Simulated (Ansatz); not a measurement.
Interaction energy ladder

The pair of NH3 (SMILES N, atoms 1–4) and SiH3Cl (SMILES [SiH3]Cl, atoms 5–9), both closed shells, in one local arrangement (a lower one may exist), relaxed at PBE0-D4/def2-TZVP:

```
9
angstrom
N 0.0946 -0.1456 -2.1691
H -0.7324 0.3961 -1.9530
H 0.0706 -0.9817 -1.5987
H 0.9003 0.3958 -1.8831
Si -0.0748 0.1962 1.5388
Cl 0.0572 -1.8285 1.2041
H -1.2996 0.7058 0.8819
H 1.1292 0.8491 0.9775
H -0.1452 0.4130 3.0017
```

Ansatz 0.2.0; basis: def2-TZVPPD, with def2-QZVPPD for the basis limit; cores frozen in the correlated methods. B3LYP uses VWN-RPA correlation. Extrapolation: Hartree–Fock as exp(−7.88 √X), correlation as X^−2.97. Interaction energies count from these two fragments, frozen as in the pair, with the counterpoise correction; negative means bound.

(1) What is the interaction energy by CCSD(T) at an estimated basis limit (MP2 extrapolated from triple and quadruple zeta, plus CCSD(T) − MP2 in triple zeta)? (An estimate is asked for; the value comes from the calculation.)

T1 diagnostic: at most 0.009.

Results:

(1) The calculation gives: -5.1 kJ/mol. Hartree–Fock alone gives 3.6 kJ/mol at the basis limit, so without correlation the pair would not bind at this distance. It counts from the two fragments frozen as in the pair.

The same quantity by other methods in triple zeta, and each one's difference from that estimate:
```tsv
method	E_int (kJ/mol)	difference
PBE-D4	-6.9	-1.8
revPBE-D4	-5.3	-0.2
BLYP-D4	-4.9	0.3
r2SCAN-D4	-6.3	-1.2
B97M-V	-5.9	-0.8
PBE0-D4	-6.2	-1.0
B3LYP-D4	-5.3	-0.2
HSE06-D4	-6.1	-1.0
wB97X-V	-5.3	-0.1
wB97M-V	-5.4	-0.2
B2PLYP	-0.7	4.4
HF	3.7	8.8
MP2	-3.7	1.5
CCSD	-2.6	2.5
CCSD(T)	-3.8	1.3
```
Differences are method less estimate.

Basis-set superposition shift (counterpoise-corrected less uncorrected): CCSD(T) 2.0; MP2 1.9; HF 0.5; PBE0-D4 0.6; wB97M-V 0.6 kJ/mol.

For scale, one of the runs: CCSD(T)/def2-TZVPPD, 238 basis functions, launched by `ansatz run in.yaml --threads 4 --pin off --events-out ev --progress --plain --max-ram 9574MiB`. Time: 58 s of wall clock on 4 CPU threads of an Arm Neoverse V1; the host was shared. Peak host memory: 4.2 GiB.
